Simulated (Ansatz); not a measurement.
The input, for Ansatz 0.2.0:

```yaml
crystal:
  periodic: [false, false, false]
  atoms:
    - {symbol: Si, position_ang: [0.000000, 0.000000, 0.000000]}
    - {symbol: P, position_ang: [0.000000, 0.000000, 2.343000]}
basis:
  gaussian: {orbitals: 6-31G}
total_charge: 1
magnetization: {spin_polarized: false, initial_magnetization: 4}
correlation: {method: fic_nevpt4_sd, electrons: outside_noble_gas, active_space: {window: {electrons: 8, orbitals: 7}}}
```

```sh
$ ansatz run in.yaml --threads 1 --pin off --events-out ev --progress --plain --max-ram 2393MiB
```

(1) Roughly how long does this take on 1 thread of Intel Xeon Platinum 8259CL, shared host, and how much host memory?

```
280 factors; integrals over basis functions are off by at most 1.5e-4 eV
mean field evaluation 1: about -17121.6042 eV, gradient 5.0e0 eV
mean field evaluation 2: about -17121.6095 eV, gradient 5.0e0 eV
mean field evaluation 4: about -17122.0205 eV, gradient 7.9e-1 eV
mean field evaluation 8: about -17122.0486 eV, gradient 6.3e-2 eV
mean field evaluation 16: about -17122.0486 eV, gradient 8.6e-2 eV
mean field -17122.04877134 eV, -629.2236866051 hartree, gradient 9.6e-6 eV, S^2 6.000000; 2 other end points of the search recorded, 0 dependent functions left out
reference -17122.04877134 eV, -629.2236866051 hartree; 16, 12 occupied and 10, 14 virtual orbitals, 280 factors
state -17122.66628438 eV, -629.2463797910 hartree
state -17122.66628438 eV, -629.2463797910 hartree; corrected -17123.65483078 eV, -629.2827082011 hartree
Total energy: -17123.65483078 eV, -629.2827082011 hartree
```

Natural occupations: 1.9933 1.9637 1.0020 1.0015 1.0000 0.9994 0.0401.

Answers

(1) 3.8 s wall and 0.13 GiB.
